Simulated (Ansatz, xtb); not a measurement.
# A ladder of methods for C6H14 (2,3-dimethylbutane)

C6H14 has 20 atoms, charge 0, and is taken as a singlet. SMILES: `CC(C)C(C)C`. Geometry: relaxed at PBE0-D4/def2-TZVP. This is one conformer, not always the lowest.

Each level gives the atomisation enthalpy at 298 K (kJ/mol). The values are calculated. The thermal term (zero-point and 298 K enthalpy, harmonic and unscaled) is that of GFN1-xTB; the spin-orbit lowering of the free atoms at 298 K, 0.1 kJ/mol by their spectra, is taken off.

**What was measured.** CRC Handbook of Chemistry and Physics gives the atomisation enthalpy at 298 K of the gas as 7531 kJ/mol.

```tsv
level	kind	program	value (kJ/mol)	computed − measured
HF/6-31G* (spherical functions)	Hartree–Fock	Ansatz	5654	-1877
BLYP/6-31G* (spherical functions)	GGA	Ansatz	7429	-102
PBE/6-31G* (spherical functions)	GGA	Ansatz	7653	+122
revPBE/6-31G* (spherical functions)	GGA	Ansatz	7405	-126
r2SCAN/6-31G* (spherical functions)	meta-GGA	Ansatz	7532	+1
B3LYP/6-31G* (spherical functions)	global hybrid	Ansatz	7501	-30
MP2/6-31G* (spherical functions)	perturbation theory	Ansatz	6928	-603
CCSD(T)/6-31G* (spherical functions)	coupled cluster or CI	Ansatz	6886	-645
```

Nearest: r2SCAN/6-31G* (spherical functions) (+1 kJ/mol); farthest: HF/6-31G* (spherical functions) (-1877 kJ/mol). Computed less measured by kind, in kJ/mol (of the ab initio rows, those in 6-31G*): Hartree–Fock -1877; GGA -126 to +122; meta-GGA +1; global hybrid -30; perturbation theory -603; coupled cluster or CI -645. In a finite basis correlated wave-function methods underbind, so their errors here aren't those of the basis-set limit.
